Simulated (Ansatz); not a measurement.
`C=C1C=CC=C1`, charge 0, multiplicity 1.

**Question.** Give a relaxed structure at PBE0-D4/def2-TZVP (Ansatz). (Best estimate.)

**Answer.** Ansatz gave: 
Z-matrix (Å, degrees):
```
C
C 1 1.336
H 1 1.084 2 121.3
H 1 1.084 2 121.3 3 -180.0
C 2 1.465 1 126.8 3 0.0
C 2 1.465 1 126.8 3 180.0
C 5 1.346 2 107.8 1 180.0
H 5 1.081 2 124.6 1 -0.0
C 6 1.346 2 107.8 1 -180.0
H 6 1.081 2 124.6 1 0.0
H 7 1.082 5 126.4 2 -180.0
H 9 1.082 6 126.4 2 180.0
```
Point group C2v.
This is one stationary point; other conformers may exist.
